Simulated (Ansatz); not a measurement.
Born–Oppenheimer molecular dynamics of BH5N2 (8 atoms, charge 0, multiplicity 1). It goes on from the last frame of an earlier run, with new velocities.

The calculation used RKS r2SCAN-D4/6-31G (Ansatz).

| Property | Result |
| --- | --- |
| ensemble | NVE (velocity Verlet) |
| time step | 0.25 fs |
| steps asked | 250 |
| starting velocities drawn for | 400 K |
| masses | H 2.014 u |
| seed | 271300 |

First frame:

```xyz
8
Properties=species:S:1:pos:R:3
B -0.049 0.148 0.102
N 0.150 -0.091 1.671
H -0.626 -0.359 2.255
H 1.020 -0.391 2.267
N 1.101 0.495 -0.781
H 2.014 0.887 -0.504
H 0.930 0.786 -1.813
H -1.135 0.053 -0.363
```

(1) How far do the bonds stretch over the last three quarters of this one trajectory? (Pairs bonded in most of those frames.)

Results:

(1) 
```
 bond  mean (Å)  spread (Å)  shortest  longest
B1–N2     1.421       0.061      1.29     1.52
B1–N5     1.429       0.067      1.34     1.55
B1–H8     1.200       0.031      1.14     1.25
N2–H3     1.012       0.028      0.97     1.06
N2–H4     1.023       0.055      0.93     1.12
N5–H6     1.019       0.048      0.94     1.09
N5–H7     1.010       0.021      0.96     1.05
```

Mean temperature of the second half: 861 K. The conserved energy stayed within 0.095 meV per atom of its start (net change -0.0069 meV per atom), so the integration is sound. The kinetic energy rose, since the run started high on the potential surface and went downhill. A run of 0.062 ps of so small a system gives no equilibrium averages. Limits of this set-up: no polarisation functions.

Run time: 6.9 min on 1 thread of Arm Neoverse V1 (shared host), peak memory 0.097 GiB.
